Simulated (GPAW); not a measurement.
# C3HO (SMILES O=c1[c]c1): a chain of runs, part 2 of 2

GPAW 26.7.0.

### 3 The harmonic vibrations at UPBE/real-space grid (scalar-relativistic datasets, shape nonlinear) (run 2)

Contents of relaxed.xyz:

```xyz
5
Lattice="8.64 0.0 0.0 0.0 10.799999999999999 0.0 0.0 0.0 10.799999999999999" Properties=species:S:1:pos:R:3:initial_magmoms:R:1:magmoms:R:1:forces:R:3 free_energy=-33.2539020451814 energy=-33.2539020451814 dipole="0.05197252653605674 0.5354571262748498 -0.23188588162178594" magmom=1.0000000004578489 pbc="F F F"
O        4.11245584       4.19138371       6.68813060       0.25000000       0.14584576       0.00037366       0.01795461      -0.00340408
C        4.29291873       4.49232671       5.54135275       0.25000000       0.04912299      -0.00925883       0.00567052       0.00225684
C        4.49568238       4.27055832       4.12246158       0.25000000       0.16690169       0.00354140      -0.00802050      -0.00526349
C        4.47339896       5.54110792       4.55353266       0.25000000       0.06988910       0.00867035      -0.00413759       0.00438384
H        4.52719329       6.61912908       4.40573692       0.00000000       0.00927677       0.00604372      -0.01799275      -0.00040518
```

Contents of vib.py:

```python
from ase.io import read
from ase.thermochemistry import IdealGasThermo
from ase.vibrations import Infrared
from gpaw import GPAW

atoms = read("relaxed.xyz")
atoms.set_initial_magnetic_moments([0.25, 0.25, 0.25, 0.25, 0.0])

gpaw_calc = GPAW(mode="fd",
                 symmetry="off",
                 maxiter=100,
                 xc="PBE",
                 h=0.18,
                 convergence={"density": 1e-05},
                 occupations={"name": "fermi-dirac", "width": 0.0, "fixmagmom": True},
                 txt="c3ho.txt")
atoms.calc = gpaw_calc

energy = atoms.get_potential_energy()
vib = Infrared(atoms, delta=0.015)
vib.run()
vib.summary()
freqs = vib.get_frequencies()
zpe = vib.get_zero_point_energy()
intensities = vib.intensities

thermo = IdealGasThermo(vib_energies=vib.get_energies(), potentialenergy=energy, atoms=atoms, geometry="nonlinear",
                        symmetrynumber=1, spin=0.5, ignore_imag_modes=True)
H = thermo.get_enthalpy(298.15, verbose=False)
S = thermo.get_entropy(298.15, 100000.0, verbose=False)
G = thermo.get_gibbs_energy(temperature=298.15, pressure=100000.0)
```

Run with:

```console
$ OMP_NUM_THREADS=1 python vib.py
```

The program printed:

```text
-------------------------------------
 Mode    Frequency        Intensity
  #    meV     cm^-1   (D/Å)^2 amu^-1
-------------------------------------
  0   13.1i    105.6i     0.0261
  1    7.8i     63.2i     0.0521
  2    5.0      40.2      0.0122
  3   12.6     101.9      0.2730
  4   15.5     125.3      0.0346
  5   18.0     145.6      0.0507
  6   57.8     466.0      0.2488
  7   65.3     526.8      0.0056
  8   90.1     726.5      0.7117
  9   97.8     788.5      0.8936
 10  108.5     874.7      0.0219
 11  120.9     975.5      0.4071
 12  186.4    1503.2      0.2476
 13  231.7    1868.7      7.7973
 14  389.5    3141.2      0.1464
-------------------------------------
Zero-point energy: 0.700 eV
Static dipole moment: 2.814 D
Maximum force on atom in `equilibrium`: 0.0190 eV/Å

Enthalpy components at T = 298.15 K:
===============================
Enthalpy components at T = 298.15 K:
===============================
E_pot                -33.254 eV
E_ZPE                  0.674 eV
Cv_trans (0->T)        0.039 eV
Cv_rot (0->T)          0.039 eV
Cv_vib (0->T)          0.020 eV
-------------------------------
U                    -32.483 eV
===============================
(C_v -> C_p)           0.026 eV
-------------------------------
H                    -32.457 eV
===============================

Entropy components at T = 298.15 K and P = 100000.0 Pa:
=================================================
{"":15s}{"S":13s}     {"T*S:13s}
S_trans (1 bar)    0.0016415 eV/K        0.489 eV
S_rot              0.0009796 eV/K        0.292 eV
S_elec             0.0000597 eV/K        0.018 eV
S_vib              0.0000914 eV/K        0.027 eV
S (1 bar -> P)    -0.0000000 eV/K       -0.000 eV
-------------------------------------------------
S                  0.0027722 eV/K        0.827 eV
=================================================

Free energy components at T = 298.15 K and P = 100000.0 Pa:
=======================
    H        -32.457 eV
 -T*S         -0.827 eV
-----------------------
    G        -33.283 eV
=======================
```

c3ho.txt, shortened:

```text
[...]
Number of symmetries: 1
[...]
  Number of IBZ points: 1
[...]
Spin-components: 2 (collinear spins)
Bands:           16
[...]
  Valence electrons: 19.0
[...]
  Grid points: [48 60 60]
  Charge: 0.0  # |e|
[...]
    cutoffs:
[...]
occupation numbers:
  Fixed magnetic moment: 1.000
[...]
xc functional:
  name: PBE with 2 nearest neighbor stencil
[...]
|iter     |     time |      energy | eigst |  dens |  magmom |
[...]
|iter:   1| 00:00:03 |  -35.291056 | +1.32 |       |  +0.9981|
[...]
Converged in 16 steps
[...]
dipole moment: (0.051972, 0.535460, -0.231881)  # |e|*Ang
Total magnetic moment: (0.000000, 0.000000, 1.000000)
[...]
|iter:  10| 00:12:34 |  -33.253601c| -7.53c| -5.09c|  +1.0000|
Converged in 10 steps
[...]
Energy contributions relative to reference atoms: (reference = -5136.226810)
Energy contributions:
  Kinetic:          33.918522
  Coulomb:         -36.990466
  Zero:              0.741394
  External:          0.000000
  Xc:              -30.923050
  Entropy:           0.000000
  Spinorbit:         0.000000
  ----------------------------
  Free energy:     -33.253601
  Extrapolated:    -33.253601
[...]
Total magnetic moment: (0.000000, 0.000000, 1.000000)
Local magnetic moments
|        x |        y |        z |
|----------|----------|----------|
| 0.000000 | 0.000000 | 0.146193 |  # O    0
| 0.000000 | 0.000000 | 0.049641 |  # C    1
| 0.000000 | 0.000000 | 0.166564 |  # C    2
| 0.000000 | 0.000000 | 0.069912 |  # C    3
| 0.000000 | 0.000000 | 0.008987 |  # H    4
Fermi levels: -3.515, -5.252
Eigenvalues  # (at kpt = [0.000, 0.000, 0.000])
[...]
Gap: 2.368 eV
Transition (v -> c):
[...]
Forces  # eV/Ang
|        x |        y |        z |
|----------|----------|----------|
|  0.00025 |  0.01416 |  0.00146 |  # O    0
| -0.01021 |  0.00349 | -0.00863 |  # C    1
|  0.00480 | -0.00634 | -0.02294 |  # C    2
|  0.00378 | -0.05544 |  0.07030 |  # C    3
|  0.00977 |  0.03844 | -0.04255 |  # H    4
Force computation time: 0.063  # s
timing:  # [seconds]
  Total:  754.132  # ━━━━━━━━━━━━━━━━━━━━━━━━━━━━━━━━━━━━━━━━━━━━━━━━━━━━━━━━
  Init:     1.573  #
  SCF:    723.195  # ━━━━━━━━━━━━━━━━━━━━━━━━━━━━━━━━━━━━━━━━━━━━━━━━━━━━━╸
  Forces:   1.970  #
  Move:    27.224  # ━━
```

Run time: 13 min. Hardware: 1 thread of Arm Neoverse V1, shared host; peak memory 0.73 GiB.

### 4 Outcome

This closing draws on all 2 parts.

| quantity | value |
| --- | --- |
| run 1, UPBE/real-space grid: energy as printed (from the program's reference atoms) | -33.2539 eV |
| run 1, UPBE/real-space grid: dipole moment | 2.81 D |
| run 1, UPBE/real-space grid: HOMO energy (highest over α and β) | -5.82 eV |
| run 1, UPBE/real-space grid: LUMO energy (lowest over α and β) | -4.71 eV |
| run 2, UPBE/real-space grid: lowest harmonic wavenumber | 466 cm⁻¹ |
| run 2, UPBE/real-space grid: highest harmonic wavenumber | 3141 cm⁻¹ |
| run 2, UPBE/real-space grid: zero-point energy | 65.0 kJ/mol |
| run 2, UPBE/real-space grid: ideal-gas entropy at 298.15 K and 100000 Pa (symmetry number 1 as used) | 63.9 cal/(mol K) |

In words: The optimisation (run 1, UPBE/real-space grid) took 7 steps and changed the energy by -0.033 eV. All 9 modes (run 2, UPBE/real-space grid) are real, so the shape is a minimum at this level.
